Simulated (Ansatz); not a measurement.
**B₂+ (quartet): from Hartree-Fock to the top rungs, cc-pVTZ**

Aim: climb from Hartree-Fock through coupled cluster and multireference methods for B₂+ (quartet) at one geometry and basis, and see what each rung misses.

Computed with Ansatz 0.2.0, Gaussian basis. Level: cc-pVTZ, core rule «outside noble gas», up to 2 orbitals frozen.

Plan: UHF; CCSD(T) on ROHF; CCSD(T) on UHF; BCCD(T) on ROHF; CISD; CCSDT(Q) on ROHF; CCSDT(Q) on UHF; CASSCF and MRCISD+Q, 5 electrons in 8 orbitals; CASSCF and NEVPT2, 5 electrons in 8 orbitals; Full CI.

9 further runs of the same task are left out: 3 that didn't finish, 6 set aside as unsound or not needed.

## (1) What is computed

The geometry is a PBE0/def2-TZVP stationary point (not a proven minimum) of the parent state, kept for this charge and spin.

2 atoms, charge 1, spin multiplicity 4.

Atoms are counted from 1 here; the program's logs count them from 0.

Bond lengths: B1–B2 1.704 Å.

## (2) UHF

Contents of in.yaml:

```yaml
crystal:
  periodic: [false, false, false]
  atoms:
    - {symbol: B, position_ang: [0.000000, 0.000000, 0.000000]}
    - {symbol: B, position_ang: [0.000000, 0.000000, 1.704200]}
basis:
  gaussian: {orbitals: cc-pVTZ}
total_charge: 1
magnetization: {spin_polarized: true, initial_magnetization: 3}
hamiltonian: {xc: hf}
output: {orbitals: {seedname: orbitals}}
```

Command:

```console
$ ansatz run in.yaml --threads 1 --pin off --events-out ev --progress --plain --max-ram 2393MiB
```

After this run come: CCSD(T) on ROHF; CCSD(T) on UHF; BCCD(T) on ROHF; CISD; CCSDT(Q) on ROHF; CCSDT(Q) on UHF; CASSCF and MRCISD+Q, 5 electrons in 8 orbitals; CASSCF and NEVPT2, 5 electrons in 8 orbitals; Full CI.

Before running them: what should the planned runs give, taken together? Wanted: FCI below the RHF energy; RMP2 from FCI; UMP2 from FCI; RCCSD from FCI; RCCSD(T) from FCI; UCCSD(T) from FCI; RCCSDT(Q) from FCI; UCCSDT(Q) from FCI; NEVPT2 valence from FCI.

As calculated:

| quantity | value |
| --- | --- |
| FCI below the RHF energy | -2.5346 eV |
| RMP2 from FCI | +64.0 kJ/mol |
| UMP2 from FCI | +63.9 kJ/mol |
| RCCSD from FCI | +11.9 kJ/mol |
| RCCSD(T) from FCI | +3.0 kJ/mol |
| UCCSD(T) from FCI | +2.9 kJ/mol |
| RCCSDT(Q) from FCI | +0.1 kJ/mol |
| UCCSDT(Q) from FCI | 0.0 kJ/mol |
| NEVPT2 valence from FCI | +28.6 kJ/mol |
| MRCISD+Q valence from FCI | +1.4 kJ/mol |
| levels within 1 kcal/mol (43 meV) | RCCSD(T), UCCSD(T), BCCD(T), RCCSDT, UCCSDT, RCCSDT(Q), UCCSDT(Q), MRCISD valence, MRCISD+Q valence |
| T1 diagnostic | 0.022 |
| effectively unpaired electrons | 3.03 |

**Reading.** RCCSD(T) misses by +3.0 kJ/mol, 1.2 % of the correlation energy. One determinant dominates. Of the multireference levels listed MRCISD+Q valence comes nearest in total energy (+1.4 kJ/mol), which doesn't show that its space is the better one. These misses are within one basis, not against nature; the frozen cores of restricted and unrestricted runs differ, which can shift their rows.
